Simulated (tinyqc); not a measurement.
Worked calculation: UHF in the sto-3g basis, for CH2, spin multiplicity 3. One step of it, computed by the program tinyqc.

Problem. Iteration 2: building the Fock matrix. J_ij = sum D_kl (ij|kl) with D = D(alpha) + D(beta), K_ij = sum D_kl (ik|jl) for each spin; F = H + J - K(s); E = tr D H + tr D J / 2 - 0.5 sum_s tr D(s) K(s) + E_nn.

D(alpha) after iteration 1, lower triangle:
```
            1C 1s      1C 2s    1C 2px     1C 2py    1C 2pz      2H 1s     3H 1s
1C 1s    1.057897
1C 2s   -0.236537   0.989201
1C 2px   0.000000   0.000000  1.000000
1C 2py   0.000000   0.000000  0.000000   0.195544
1C 2pz   0.076776  -0.343621  0.000000   0.000000  0.436672
2H 1s   -0.007992  -0.051771  0.000000   0.230654  0.301200   0.527804
3H 1s   -0.007992  -0.051771  0.000000  -0.230654  0.301200  -0.016328  0.527804
```

D(beta) after iteration 1, lower triangle:
```
            1C 1s     1C 2s    1C 2px     1C 2py    1C 2pz      2H 1s     3H 1s
1C 1s    1.019750
1C 2s   -0.079057  0.340477
1C 2px   0.000000  0.000000  0.000000
1C 2py   0.000000  0.000000  0.000000   0.147148
1C 2pz  -0.026634  0.089518  0.000000   0.000000  0.023570
2H 1s   -0.079148  0.234508  0.000000   0.213048  0.061801   0.470590
3H 1s   -0.079148  0.234508  0.000000  -0.213048  0.061801  -0.146332  0.470590
```

core Hamiltonian H = T + V (hartree), lower triangle:
```
             1C 1s      1C 2s     1C 2px     1C 2py     1C 2pz      2H 1s      3H 1s
1C 1s   -18.497458
1C 2s    -4.460873  -5.449527
1C 2px    0.000000   0.000000  -4.356025
1C 2py    0.000000   0.000000   0.000000  -4.470027
1C 2pz   -0.008061  -0.091088   0.000000   0.000000  -4.379658
2H 1s    -0.509913  -1.403116   0.000000  -1.184093  -0.551214  -2.864604
3H 1s    -0.509913  -1.403116   0.000000   1.184093  -0.551214  -0.177721  -2.864604
```

Two-electron integrals (ij|kl) in chemists' order, unique and non-zero (hartree):
```
(11|11) 3.541948    (21|11) 0.576921    (21|21) 0.111888    (22|11) 0.854682
(22|21) 0.205284    (22|22) 0.624709    (31|31) 0.020296    (32|31) 0.030858
(32|32) 0.137996    (33|11) 0.852436    (33|21) 0.205335    (33|22) 0.624568
(33|33) 0.672833    (41|41) 0.020296    (42|41) 0.030858    (42|42) 0.137996
(43|43) 0.036269    (44|11) 0.852436    (44|21) 0.205335    (44|22) 0.624568
(44|33) 0.600295    (44|44) 0.672833    (51|51) 0.020296    (52|51) 0.030858
(52|52) 0.137996    (53|53) 0.036269    (54|54) 0.036269    (55|11) 0.852436
(55|21) 0.205335    (55|22) 0.624568    (55|33) 0.600295    (55|44) 0.600295
(55|55) 0.672833    (61|11) 0.065458    (61|21) 0.012628    (61|22) 0.023165
(61|33) 0.023094    (61|41) 0.000662    (61|42) 0.001253    (61|44) 0.023276
(61|51) 0.000301    (61|52) 0.000570    (61|54) 0.000083    (61|55) 0.023132
(61|61) 0.001454    (62|11) 0.187410    (62|21) 0.045766    (62|22) 0.157419
(62|33) 0.153418    (62|41) 0.003907    (62|42) 0.029255    (62|44) 0.163227
(62|51) 0.001779    (62|52) 0.013320    (62|54) 0.004466    (62|55) 0.155451
(62|61) 0.005388    (62|62) 0.056608    (63|31) 0.004232    (63|32) 0.023539
(63|43) 0.005418    (63|53) 0.002467    (63|63) 0.006187    (64|11) 0.157537
(64|21) 0.038918    (64|22) 0.141933    (64|33) 0.135037    (64|41) 0.007033
(64|42) 0.047332    (64|44) 0.153896    (64|51) 0.001275    (64|52) 0.010833
(64|54) 0.006120    (64|55) 0.136700    (64|61) 0.004748    (64|62) 0.060408
(64|64) 0.069476    (65|11) 0.071728    (65|21) 0.017720    (65|22) 0.064623
(65|33) 0.061483    (65|41) 0.001275    (65|42) 0.010833    (65|44) 0.065137
(65|51) 0.004813    (65|52) 0.028472    (65|54) 0.007081    (65|55) 0.067174
(65|61) 0.002162    (65|62) 0.027504    (65|64) 0.028816    (65|65) 0.019307
(66|11) 0.365837    (66|21) 0.090763    (66|22) 0.356935    (66|33) 0.339745
(66|41) 0.008451    (66|42) 0.088000    (66|44) 0.382039    (66|51) 0.003848
(66|52) 0.040067    (66|54) 0.019257    (66|55) 0.348513    (66|61) 0.010757
(66|62) 0.174106    (66|64) 0.203919    (66|65) 0.092846    (66|66) 0.774606
(71|11) 0.065458    (71|21) 0.012628    (71|22) 0.023165    (71|33) 0.023094
(71|41) -0.000662   (71|42) -0.001253   (71|44) 0.023276    (71|51) 0.000301
(71|52) 0.000570    (71|54) -0.000083   (71|55) 0.023132    (71|61) 0.001408
(71|62) 0.005036    (71|64) 0.004132    (71|65) 0.002030    (71|66) 0.009967
(71|71) 0.001454    (72|11) 0.187410    (72|21) 0.045766    (72|22) 0.157419
(72|33) 0.153418    (72|41) -0.003907   (72|42) -0.029255   (72|44) 0.163227
(72|51) 0.001779    (72|52) 0.013320    (72|54) -0.004466   (72|55) 0.155451
(72|61) 0.005036    (72|62) 0.036259    (72|64) 0.028984    (72|65) 0.017155
(72|66) 0.082954    (72|71) 0.005388    (72|72) 0.056608    (73|31) 0.004232
(73|32) 0.023539    (73|43) -0.005418   (73|53) 0.002467    (73|63) 0.003575
(73|73) 0.006187    (74|11) -0.157537   (74|21) -0.038918   (74|22) -0.141933
(74|33) -0.135037   (74|41) 0.007033    (74|42) 0.047332    (74|44) -0.153896
(74|51) -0.001275   (74|52) -0.010833   (74|54) 0.006120    (74|55) -0.136700
(74|61) -0.004132   (74|62) -0.028984   (74|64) -0.020521   (74|65) -0.013519
(74|66) -0.065166   (74|71) -0.004748   (74|72) -0.060408   (74|74) 0.069476
(75|11) 0.071728    (75|21) 0.017720    (75|22) 0.064623    (75|33) 0.061483
(75|41) -0.001275   (75|42) -0.010833   (75|44) 0.065137    (75|51) 0.004813
(75|52) 0.028472    (75|54) -0.007081   (75|55) 0.067174    (75|61) 0.002030
(75|62) 0.017155    (75|64) 0.013519    (75|65) 0.011521    (75|66) 0.041062
(75|71) 0.002162    (75|72) 0.027504    (75|74) -0.028816   (75|75) 0.019307
(76|11) 0.021973    (76|21) 0.005376    (76|22) 0.018937    (76|33) 0.018505
(76|44) 0.019089    (76|51) 0.000370    (76|52) 0.002906    (76|55) 0.019197
(76|61) 0.000615    (76|62) 0.005718    (76|64) 0.005374    (76|65) 0.003081
(76|66) 0.015748    (76|71) 0.000615    (76|72) 0.005718    (76|74) -0.005374
(76|75) 0.003081    (76|76) 0.000745    (77|11) 0.365837    (77|21) 0.090763
(77|22) 0.356935    (77|33) 0.339745    (77|41) -0.008451   (77|42) -0.088000
(77|44) 0.382039    (77|51) 0.003848    (77|52) 0.040067    (77|54) -0.019257
(77|55) 0.348513    (77|61) 0.009967    (77|62) 0.082954    (77|64) 0.065166
(77|65) 0.041062    (77|66) 0.202071    (77|71) 0.010757    (77|72) 0.174106
(77|74) -0.203919   (77|75) 0.092846    (77|76) 0.015748    (77|77) 0.774606
```

nuclear repulsion = 4.61716316 hartree

Give: Coulomb J; exchange K(alpha); exchange K(beta); F(alpha); F(beta); total energy of this density.

Solution.

Coulomb J (hartree), lower triangle:
```
          1C 1s   1C 2s  1C 2px   1C 2py  1C 2pz   2H 1s   3H 1s
1C 1s   10.8894
1C 2s    2.0745  4.7622
1C 2px   0.0000  0.0000  4.7322
1C 2py   0.0000  0.0000  0.0000   4.8146
1C 2pz   0.0044  0.0821  0.0000   0.0000  4.7230
2H 1s    0.2350  1.2428  0.0000   1.1454  0.5327  3.1848
3H 1s    0.2350  1.2428  0.0000  -1.1454  0.5327  0.1491  3.1848
```

exchange K(alpha) (hartree), lower triangle:
```
         1C 1s    1C 2s  1C 2px   1C 2py  1C 2pz   2H 1s   3H 1s
1C 1s   3.6157
1C 2s   0.6341   0.9320
1C 2px  0.0000   0.0000  0.8485
1C 2py  0.0000   0.0000  0.0000   0.5404
1C 2pz  0.0025  -0.1060  0.0000   0.0000  0.5820
2H 1s   0.0756   0.2949  0.0000   0.2763  0.1582  0.6039
3H 1s   0.0756   0.2949  0.0000  -0.2763  0.1582  0.0311  0.6039
```

exchange K(beta) (hartree), lower triangle:
```
         1C 1s   1C 2s  1C 2px   1C 2py  1C 2pz   2H 1s   3H 1s
1C 1s   3.5550
1C 2s   0.5938  0.5220
1C 2px  0.0000  0.0000  0.0997
1C 2py  0.0000  0.0000  0.0000   0.4089
1C 2pz  0.0005  0.1456  0.0000   0.0000  0.1466
2H 1s   0.0678  0.2791  0.0000   0.2625  0.1134  0.5747
3H 1s   0.0678  0.2791  0.0000  -0.2625  0.1134  0.0182  0.5747
```

F(alpha) (hartree), lower triangle:
```
           1C 1s    1C 2s   1C 2px   1C 2py   1C 2pz    2H 1s    3H 1s
1C 1s   -11.2237
1C 2s    -3.0205  -1.6194
1C 2px    0.0000   0.0000  -0.4724
1C 2py    0.0000   0.0000   0.0000  -0.1958
1C 2pz   -0.0062   0.0970   0.0000   0.0000  -0.2386
2H 1s    -0.3505  -0.4553   0.0000  -0.3150  -0.1767  -0.2837
3H 1s    -0.3505  -0.4553   0.0000   0.3150  -0.1767  -0.0597  -0.2837
```

F(beta) (hartree), lower triangle:
```
           1C 1s    1C 2s  1C 2px   1C 2py   1C 2pz    2H 1s    3H 1s
1C 1s   -11.1630
1C 2s    -2.9802  -1.2093
1C 2px    0.0000   0.0000  0.2764
1C 2py    0.0000   0.0000  0.0000  -0.0643
1C 2pz   -0.0042  -0.1545  0.0000   0.0000   0.1967
2H 1s    -0.3427  -0.4395  0.0000  -0.3012  -0.1319  -0.2544
3H 1s    -0.3427  -0.4395  0.0000   0.3012  -0.1319  -0.0469  -0.2544
```

total energy of this density = -38.248476 hartree
